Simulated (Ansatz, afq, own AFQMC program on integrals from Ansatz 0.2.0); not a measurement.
## H2O, triplet: AFQMC among the cluster methods

```
atom   x (Å)   y (Å)    z (Å)
   H  0.0000  0.0000  -0.9257
   H  0.0000  0.0000  -0.1147
   O  0.0000  0.0000   1.0403
```

Basis cc-pVTZ. Only valence electrons are correlated. AFQMC by an in-house program on the Cholesky factors that Ansatz 0.2.0 writes for its CCSD(T) run. ph-AFQMC/CISD is guided by a CISD state made of CCSD amplitudes; releasing the constraint for a short imaginary time cuts its bias at the price of noise, slowly where states lie close. ± is one standard error of the sampling.

Determinant: UHF, the one that the program's search chose, which needn't be the lowest solution. The geometry is a point of a scan.

No full CI on the walks' own integrals is used here; CCSDT(Q) serves as the reference and is uncertain by about the last step of the cluster series.

Cautions: lower spins were not checked; the released energies get too noisy after the second time (errors over twice the walk's own, or jumping), so no released level is given (meV from the phaseless value at times in 1/Eh: -19 ± 16 at 0.24, -6.0 ± 0.9 at 0.51, -30 ± 20 at 0.99, -88 ± 77 at 1.62, -126 ± 115 at 2.40).

The T1 diagnostic is 0.0204, the weight of the determinant in the CISD state is 0.933 and the ⟨S²⟩ of the determinant is 2.040. The size of the correlated space is 8 electrons in 57 orbitals.

| level | correlation energy (eV) |
| --- | --- |
| MP2 | -5.4561 |
| CCSD | -6.0796 |
| CCSD(T) | -6.2288 |

Question: Estimate where phaseless AFQMC with a CISD trial lies against CCSD(T) on the same integrals.

Answer: 8.5 ± 1.4 meV below CCSD(T).

Reference: CCSDT(Q), correlation energy -6.248 eV.

```tsv
level	E − E(reference) (meV)	share of correlation (%)
CCSD(T)	19.1	99.69
CCSDT	5.7	99.91
ph-AFQMC/HF	84.6 ± 16.9	98.65
ph-AFQMC/CISD	10.6 ± 1.4	99.83
```

A walk keeps the symmetry of its determinant, which the program's search chose and which needn't be the lowest solution, so a lower state of the same spin and another symmetry isn't excluded.
